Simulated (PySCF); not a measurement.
# H3N: the cost of one run

The runs use PySCF 2.14.0, with density-fitted response routines of our own; the level of theory stands in each step. All values are computed, except where a source is named. Atoms count from 0, in the outputs and in this text.

### Step 1. The starting structure

4 atoms, charge 1, multiplicity 2; geometry from: GFN2-xTB.

Bonds of the start (Å): N0–H1 1.03, N0–H2 1.03, N0–H3 1.03.

### Step 2. Relaxing the molecule at PBE0-D3(BJ)/def2-TZVP

Job settings and geometry (Å):

```
{"job": {"xc": "PBE0", "basis": "def2-TZVP", "d3": "d3bj", "grid": 2, "kind": "geom"}, "charge": 1, "multiplicity": 2}
N      0.000020     0.000030    -0.000040
H     -0.630200    -0.812270    -0.007680
H     -0.388960     0.951460     0.020520
H      1.018520    -0.139460    -0.012770
```

Q: Estimate the wall time of this first job on 2 threads of Intel Xeon at 2.50GHz (Skylake/Cascade Lake), shared host.

About 9 s.
